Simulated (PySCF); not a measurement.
# One shape, several levels: H3NO (hydroxylamine)

Wanted: a comparison of 6 runs (PBE/STO-3G, SVWN5/STO-3G, UPBE0/STO-3G, wB97X-V/STO-3G, BCCD(T)/STO-3G, FCI/STO-3G) of H3NO (hydroxylamine). Input form: a Python script.

Program for the calculation: PySCF 2.14.0.

2 further runs of the same task are left out: 2 set aside as unsound or not needed.

## 1. The system as given

H3NO has 5 atoms, charge 0, and is taken as a singlet. SMILES: `NO`. The O2–H5 distance was set to 1.450 Å, away from the relaxed value. At this shape a bond of the SMILES string is far longer than usual.

Bond lengths: N1–O2 1.432 Å, N1–H3 1.020 Å, N1–H4 1.020 Å. Angles: O2–N1–H3 105.6°, O2–N1–H4 105.6°, H3–N1–H4 107.4°. A long bond or contact: O2–H5 1.450 Å.

## 2. The energy at PBE/STO-3G (run 1)

mol.xyz

```xyz
5

N     -0.555832    -0.535615    -0.062327
O     -0.005192     0.505075     0.752353
H     -0.538692    -1.375315     0.515853
H     -1.533612    -0.283485    -0.204027
H      1.125640     1.012630     0.000530
```

job.py

```python
from pyscf import gto, dft

system = gto.M(
    atom='mol.xyz',
    basis='sto-3g',
    max_memory=1860,
    verbose=3,
)

mf = dft.RKS(system, xc='pbe')
mf.conv_tol = 1e-10
mf.grids.level = 5
mf.kernel()
if not mf.converged:
    mf = mf.newton().run(mf.mo_coeff, mf.mo_occ)

energy = mf.e_tot
print('E(%s) = %.9f' % ('PBE', energy))
```

Launch:

```bash
OMP_NUM_THREADS=1 python job.py
```

Standard output:

```text
converged SCF energy = -129.710094067827
E(PBE) = -129.710094068
```

It took 3.3 s on 1 thread of Intel Xeon Platinum 8375C at 2.90GHz (Ice Lake), shared host; peak memory 0.17 GiB.

## 3. The energy at SVWN5/STO-3G (run 2)

mol.xyz, as its differences from that of step 2:

```diff
@@ -1,3 +1,3 @@
 5
-
+H3NO
 N     -0.555832    -0.535615    -0.062327
```

input.py

```python
from pyscf import gto, dft

molecule = gto.Mole()
molecule.atom = 'mol.xyz'
molecule.charge = 0
molecule.basis = 'sto-3g'
molecule.spin = 0
molecule.verbose = 4
molecule.max_memory = 1860
molecule.build()

myscf = dft.RKS(molecule)
myscf.xc = 'svwn'
myscf.conv_tol = 1e-10
myscf.grids.level = 5
myscf.kernel()
if not myscf.converged:
    myscf = myscf.newton().run(myscf.mo_coeff, myscf.mo_occ)

energy = myscf.e_tot
print('E(%s) = %.9f' % ('SVWN5', energy))
```

Launch:

```bash
OMP_NUM_THREADS=1 python input.py
```

Standard output:

```text
PySCF version 2.14.0

[INPUT] num. atoms = 5
[INPUT] num. electrons = 18
[INPUT] charge = 0
[INPUT] spin (= nelec alpha-beta = 2S) = 0
[INPUT] symmetry False subgroup None
[INPUT] Mole.unit = angstrom
[INPUT] Symbol           X                Y                Z      unit          X                Y                Z       unit  Magmom
[INPUT]  1 N     -0.555832000000  -0.535615000000  -0.062327000000 AA   -1.050370251269  -1.012165658209  -0.117780960166 Bohr   0.0
[INPUT]  2 O     -0.005192000000   0.505075000000   0.752353000000 AA   -0.009811458039   0.954453422365   1.421741118995 Bohr   0.0
[INPUT]  3 H     -0.538692000000  -1.375315000000   0.515853000000 AA   -1.017980345494  -2.598968685006   0.974820890535 Bohr   0.0
[INPUT]  4 H     -1.533612000000  -0.283485000000  -0.204027000000 AA   -2.898106661346  -0.535709010422  -0.385555152017 Bohr   0.0
[INPUT]  5 H      1.125640000000   1.012630000000   0.000530000000 AA    2.127151314855   1.913593365518   0.001001554846 Bohr   0.0

nuclear repulsion = 37.4843592265554
number of shells = 9
number of NR pGTOs = 39
number of NR cGTOs = 13
basis = sto-3g
ecp = {}

******** <class 'pyscf.dft.rks.RKS'> ********
method = RKS
initial guess = minao
damping factor = 0
level_shift factor = 0
DIIS = <class 'pyscf.scf.diis.CDIIS'>
diis_start_cycle = 1
diis_space = 8
diis_damp = 0
SCF conv_tol = 1e-10
SCF conv_tol_grad = None
SCF max_cycles = 50
direct_scf = True
direct_scf_tol = 1e-13
XC library pyscf.dft.libxc version 7.0.0
    S. Lehtola, C. Steigemann, M. J.T. Oliveira, and M. A.L. Marques.,  SoftwareX 7, 1–5 (2018)
XC functionals = svwn
    P. A. M. Dirac.,  Math. Proc. Cambridge Philos. Soc. 26, 376 (1930)
    F. Bloch.,  Z. Phys. 57, 545 (1929)
    S. H. Vosko, L. Wilk, and M. Nusair.,  Can. J. Phys. 58, 1200 (1980)
radial grids:
    Treutler-Ahlrichs [JCP 102, 346 (1995); DOI:10.1063/1.469408] (M4) radial grids

becke partition: Becke, JCP 88, 2547 (1988); DOI:10.1063/1.454033
pruning grids: <function nwchem_prune>
grids dens level: 5
symmetrized grids: False
atomic radii adjust function: <function treutler_atomic_radii_adjust>
small_rho_cutoff = 0
Set gradient conv threshold to 1e-05
Initial guess from minao.
tot grids = 155712
init E= -128.841733888544
  HOMO = -0.227302635504031  LUMO = -0.0107872294137185  gap/eV = 5.89168
cycle= 1 E= -128.730167276293  delta_E= 0.112  |g|= 0.439  |ddm|= 2.64
  HOMO = 0.117662424548753  LUMO = 0.181518872612338  gap/eV = 1.73762
cycle= 2 E= -128.422665539032  delta_E= 0.308  |g|= 0.828  |ddm|= 2.27
  HOMO = -0.0616831849758098  LUMO = 0.0854979468624636  gap/eV = 4.00500
cycle= 3 E= -128.813783857177  delta_E= -0.391  |g|= 0.159  |ddm|= 1.77
  HOMO = -0.0742004336793488  LUMO = 0.0729377337383111  gap/eV = 4.00383
cycle= 4 E= -128.822039995172  delta_E= -0.00826  |g|= 0.0603  |ddm|= 0.185
  HOMO = -0.0724706433552344  LUMO = 0.0658771153850103  gap/eV = 3.76463
cycle= 5 E= -128.823560266101  delta_E= -0.00152  |g|= 0.0246  |ddm|= 0.151
  HOMO = -0.0694001357839004  LUMO = 0.0702993063823686  gap/eV = 3.80142
cycle= 6 E= -128.82376298164  delta_E= -0.000203  |g|= 0.0102  |ddm|= 0.0608
  HOMO = -0.0688378997196926  LUMO = 0.0696905676111779  gap/eV = 3.76955
cycle= 7 E= -128.82381604014  delta_E= -5.31e-05  |g|= 0.00185  |ddm|= 0.018
  HOMO = -0.0686157636868339  LUMO = 0.0697285321425194  gap/eV = 3.76454
cycle= 8 E= -128.823817631262  delta_E= -1.59e-06  |g|= 0.000241  |ddm|= 0.00292
  HOMO = -0.0685915510873482  LUMO = 0.0697227385332794  gap/eV = 3.76372
cycle= 9 E= -128.823817659686  delta_E= -2.84e-08  |g|= 6.36e-06  |ddm|= 0.000442
  HOMO = -0.0685910647793221  LUMO = 0.0697224910681589  gap/eV = 3.76370
cycle= 10 E= -128.823817659709  delta_E= -2.23e-11  |g|= 8.62e-08  |ddm|= 1.47e-05
  HOMO = -0.0685910691130548  LUMO = 0.0697225092593176  gap/eV = 3.76370
Extra cycle  E= -128.823817659709  delta_E= -1.42e-13  |g|= 1.7e-07  |ddm|= 6.95e-07
converged SCF energy = -128.823817659709
E(SVWN5) = -128.823817660
```

It took 1.9 s on 1 thread of Intel Xeon Platinum 8375C at 2.90GHz (Ice Lake), shared host; peak memory 0.13 GiB.

## 4. A single-point energy at UPBE0/STO-3G (run 3)

input.py

```python
from pyscf import gto, dft

mol = gto.M(
    atom='''
N     -1.050370    -1.012166    -0.117781
O     -0.009811     0.954453     1.421741
H     -1.017980    -2.598969     0.974821
H     -2.898107    -0.535709    -0.385555
H      2.127151     1.913593     0.001002
''',
    spin=0,
    verbose=3,
    max_memory=1860,
    unit='bohr',
    basis='sto-3g',
)

mf = dft.UKS(mol, xc='pbe0')
mf.grids.level = 5
mf.conv_tol = 1e-10
mf.kernel()
if not mf.converged:
    mf = mf.newton().run(mf.mo_coeff, mf.mo_occ)
for _ in range(3):
    mo, _, stable, _ = mf.stability(return_status=True)
    if stable:
        break
    mf.kernel(mf.make_rdm1(mo, mf.mo_occ))

e_final = mf.e_tot
print('Final energy', e_final)
```

Launch:

```bash
OMP_NUM_THREADS=1 python input.py
```

Standard output:

```text
converged SCF energy = -129.720679715647  <S^2> = 1.1990409e-12  2S+1 = 1
<class 'pyscf.dft.uks.UKS'> wavefunction is stable in the internal stability analysis
Final energy -129.72067971564735
```

Run time: 12 s. Hardware: 1 thread of Intel Xeon Platinum 8375C at 2.90GHz (Ice Lake), shared host; peak memory 0.34 GiB.

Runs 4 to 5 aren't shown in full; the table further down has their settings and results.

## 5. The energy at FCI/STO-3G (run 6)

input.py

```python
from pyscf import gto, scf, mcscf
from pyscf import fci

molecule = gto.M(
    atom='''
N     -0.555832    -0.535615    -0.062327
O     -0.005192     0.505075     0.752353
H     -0.538692    -1.375315     0.515853
H     -1.533612    -0.283485    -0.204027
H      1.125640     1.012630     0.000530
''',
    max_memory=1860,
    verbose=3,
    charge=0,
    basis='sto-3g',
)

calc0 = scf.RHF(molecule)
calc0.conv_tol = 1e-10
calc0.kernel()
if not calc0.converged:
    calc0 = calc0.newton().run(calc0.mo_coeff, calc0.mo_occ)

cas = mcscf.CASCI(calc0, calc0.mo_coeff.shape[-1] - 2, (molecule.nelec[0] - 2, molecule.nelec[1] - 2))  # full CI above the frozen core
cas.fcisolver = fci.direct_spin0.FCI(molecule)  # even spin states alone
cas.kernel()
print('<S^2> = %.4f' % cas.fcisolver.spin_square(cas.ci, cas.ncas, cas.nelecas)[0])
energy = cas.e_tot
print('Final energy', energy)
```

Launch:

```bash
OMP_NUM_THREADS=1 python input.py
```

Standard output:

```text
converged SCF energy = -129.151105118822
CASCI E = -129.316094553703  E(CI) = -50.1662926631690  S^2 = 0.0000000
<S^2> = 0.0000
Final energy -129.31609455370312
```

Run time: 1.4 s. Hardware: 1 thread of Intel Xeon Platinum 8375C at 2.90GHz (Ice Lake), shared host; peak memory 0.14 GiB.

## 6. Overview of the runs

```
run           level  follow instability  nlc grid  energy (Eh)  dipole moment (D) of the reference  HOMO energy (eV)  LUMO energy (eV)  wall time
  1      PBE/STO-3G                   –         –  -129.710094                                1.11             -2.15              1.65      3.3 s
  2    SVWN5/STO-3G                   –         –  -128.823818                                1.05             -1.87              1.90      1.9 s
  3    UPBE0/STO-3G                 yes         –  -129.720680                                0.96             -4.11              2.91       12 s
  4  wB97X-V/STO-3G                   –         1  -129.818073                                0.93             -6.63              5.44       29 s
  5  BCCD(T)/STO-3G                   –         –  -129.315377                                   –                 –                 –      1.1 s
  6      FCI/STO-3G                   –         –  -129.316095                                0.75             -8.36              7.92      1.4 s
```

## 7. Results

```
                                          quantity          value
                               run 6: total energy  -129.31609 Eh
       run 6: dipole moment (Hartree–Fock density)         0.75 D
        run 6: HOMO energy (Hartree–Fock orbitals)       -8.36 eV
        run 6: LUMO energy (Hartree–Fock orbitals)        7.92 eV
      run 6: HOMO–LUMO gap (Hartree–Fock orbitals)       16.28 eV
run 6: correlation energy (2 core orbitals frozen)     -165.0 mEh
```

Against full CI in this basis: BCCD(T) +0.7 mEh. Over runs 1, 2, 3, 4 the dipole moment (its size) runs from 0.93 D (wB97X-V/STO-3G) to 1.11 D (PBE/STO-3G). Over runs 1, 2, 3, 4 the HOMO–LUMO gap runs from 3.76 eV (SVWN5/STO-3G) to 12.06 eV (wB97X-V/STO-3G). Totals of different functionals can't be ranked against each other. In runs 1, 2, 3, 4, 5, 6 the basis is minimal, so the values are rough. All runs together took 49 s, the longest 29 s.
